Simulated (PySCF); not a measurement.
H4N2, SMILES NN. Geometry optimised at B3LYP-D3(BJ)/def2-TZVP.

PySCF with TDDFT-M06-2X/def2-TZVPD puts the lowest singlet excitations at 6.30, 6.40, 7.31, 7.38, 8.02, 8.12 eV.

### Question
What are the lowest excitation roots from ADC(2)/aug-cc-pVDZ (PySCF)? (An estimate is asked for; the answer gives what the named calculation found.)

### Answer
5.70, 5.83, 6.59, 6.71, 7.08, 7.08 eV. S1 differs by -0.60 eV (second minus first; roots are paired by order, and the bases may differ).
